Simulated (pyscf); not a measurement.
This saddle point was located with ωB97X-D3(BJ)/def2-SVPD in PySCF.

```xyz
6

Cl     0.8402    -1.3646    -1.0604
C      1.0120     0.0460     0.0715
F     -1.3690     1.2914    -0.5710
H     -0.5093     0.8102    -0.3616
H      0.3408    -0.0263     0.9270
H      1.2362     0.9734    -0.4549
```
Charge -1, spin multiplicity 1.

Surface: singlet, charge -1. Lowest wavenumbers (cm⁻¹): 724i, 104, 344, 429, 686.

### Question
Which two sides does it connect, and which bonds change?

### Answer
H₂C⁻–Cl + HF ⇌ H₃C–Cl + F⁻, a proton transfer read from left to right: F–H broken and C–H formed. At CCSD(T)/def2-TZVPPD + ΔMP2(QZVPPD) it lies -51.5 kJ/mol from the left side and +67.8 kJ/mol from the right (each side as separated species at their lowest minima found). On the reactant side the descent ends in a bound adduct, 69.6 kJ/mol under the separated species and 8.0 kJ/mol under the saddle at ωB97X-D3(BJ)/def2-TZVPD. On the product side the descent ends in a bound adduct (not fully relaxed), 66.4 kJ/mol under the separated species and 147.6 kJ/mol under the saddle at ωB97X-D3(BJ)/def2-TZVPD. At CCSD(T) the saddle lies under the separated reactants, which points to a path from their complex (located at ωB97X-D3(BJ) alone). At ωB97X-D3(BJ) the barrier from the zero used here is -61.6 kJ/mol. This is the saddle that the search found; another between the same sides may lie lower. The angle at the transferred H is 177°. The CCSD(T) − MP2 part came from Ansatz, without density fitting, on the same reference.
